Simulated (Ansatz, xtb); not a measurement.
# Worked example: C3H5F → C2HF + CH4

Species: C3H5F `C/C=C/F`, singlet; C2HF `C#CF`, singlet; CH4 (methane) `C`, singlet. 

Shapes, held fixed at every level: PBE0-D4/def2-TZVP. Programs: Ansatz 0.2.0, xtb 6.7.1. The zero-point and thermal change to 298 K, harmonic and unscaled (PBE0-D4/def2-TZVP), is -12.7 kJ/mol.

At CCSD(T)/CBS estimate; 1 Eh = 2625.50 kJ/mol:

```
species  energy (Eh)
  C3H5F  -216.928090
   C2HF  -176.383876
    CH4   -40.462061
```

Q: Work out ΔH(298 K) of the reaction at this level.

A: 
1. Products less reactants: (-176.383876) + (-40.462061) − [(-216.928090)] = 0.082153 Eh = +215.7 kJ/mol.
2. With the thermal change: +215.7 + (-12.7) = +203.0 kJ/mol.

Other levels give +192.3 (HF/def2-TZVPP) to +243.8 kJ/mol (SPW92/def2-TZVPP). No measured value is set beside it here. The CBS estimate extrapolates MP2 from def2-TZVPP and def2-QZVPP and adds CCSD(T) − MP2 in the triple-zeta set, cores frozen.
